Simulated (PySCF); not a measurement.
CH2N2.
Numbering: `[N:1]#[C:2][NH2:3]` (hydrogens: H4, H5 on N3)

Method: PBE0-D3(BJ)/def2-TZVP geometry optimisation, gas phase (PySCF); density fitting, grid level 2; the optimiser is geomeTRIC in internal coordinates, started from a GFN2-xTB structure with every atom displaced at random (about 0.01 Å).

The end geometry, which sets the zero of energy:
```
atom  x, y, z in Å
N1      1.8551    0.2640   -0.3757
C2      0.7469    0.1004   -0.0981
N3     -0.5183   -0.0862    0.2842
H4     -1.1444    0.6794    0.0864
H5     -0.9058   -0.9912    0.0650
```

**Question.** These geometries come from the run, each turned onto the end geometry. Order them by energy, lowest first.
A.
```
atom  x, y, z in Å
N1      1.7959    0.3534   -0.4155
C2      0.7651    0.0252   -0.0320
N3     -0.5161   -0.1189    0.3195
H4     -1.0491    0.6919    0.0336
H5     -0.9624   -0.9853    0.0562
```
B.
```
atom  x, y, z in Å
N1      1.8372    0.3158   -0.3943
C2      0.7605    0.0524   -0.0692
N3     -0.5202   -0.1014    0.2959
H4     -1.1056    0.6894    0.0643
H5     -0.9384   -0.9900    0.0651
```
C.
```
atom  x, y, z in Å
N1      1.8634    0.2645   -0.3653
C2      0.7305    0.1081   -0.1094
N3     -0.5373   -0.0884    0.2549
H4     -1.1233    0.6910    0.1008
H5     -0.8999   -1.0090    0.0808
```

**Answer.** B (0.024 eV), C (0.042 eV), A (0.087 eV).

In the order of the answer:

| step | E above end (eV) | largest force (eV/Å) | rms force component (eV/Å) | rms distance from end (Å) | rms bond change (Å) | bond most changed (Å) |
| --- | --- | --- | --- | --- | --- | --- |
| 2 | 0.024 | 0.57 | 0.181 | 0.045 | 0.003 | C2–N3 +0.006 |
| 0 | 0.042 | 2.03 | 0.838 | 0.026 | 0.014 | N3–H4 -0.021 |
| 1 | 0.087 | 1.03 | 0.379 | 0.091 | 0.004 | N1≡C2 -0.006 |

What follows is the cost of the whole optimisation. Time: 22 s of wall time; peak memory 0.41 GiB. Hardware: one thread, Arm Neoverse N1 (aarch64), on a shared host.
